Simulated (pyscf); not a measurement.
Single points on ωB97X-D3(BJ)/def2-SVP structures (PySCF, gas phase).

### Question
For HO–Ta(F)(F)(F)–F + H• -> H₂O + [F–Ta(F)(F)–F]•, a substitution at O (doublet surface; O–Ta broken, H–O formed), PBE/def2-TZVP gives ΔE‡ = 5.0 kcal/mol and ΔE = -5.3 kcal/mol (zero: the separated reactants). In which direction and how far do r²SCAN/def2-TZVP, B3LYP-D3(BJ)/def2-TZVP, ωB97M-D3(BJ)/def2-TZVP move these?

### Answer
r²SCAN: ΔE‡ = 4.8 kcal/mol, ΔE = -4.4 kcal/mol; B3LYP-D3(BJ): ΔE‡ = 6.4 kcal/mol, ΔE = -8.4 kcal/mol; ωB97M-D3(BJ): ΔE‡ = 9.8 kcal/mol, ΔE = -9.1 kcal/mol. PBE's barrier matches one of them and lies within 4.8 kcal/mol of the others. Its reaction energy lies among theirs. On the product side the descent ends in an adduct with a O–Ta contact (not fully relaxed), 19.3 kcal/mol under the separated species and 33.6 kcal/mol under the saddle at ωB97X-D3(BJ)/def2-TZVP. What is counted as broken (O–Ta) persists as a longer contact in the product adduct; parting that adduct is a step of its own. At the saddle there is also a short H–Ta contact that neither side keeps. One saddle was located; it need not be the lowest between these sides. The angle at the attacked O is 61° (front-side attack). Open-shell species with a d-block atom are single-reference here; other states, and whether the spin sits on metal or ligand, were not checked. Elements past Kr carry the def2 core potentials, without spin-orbit coupling.
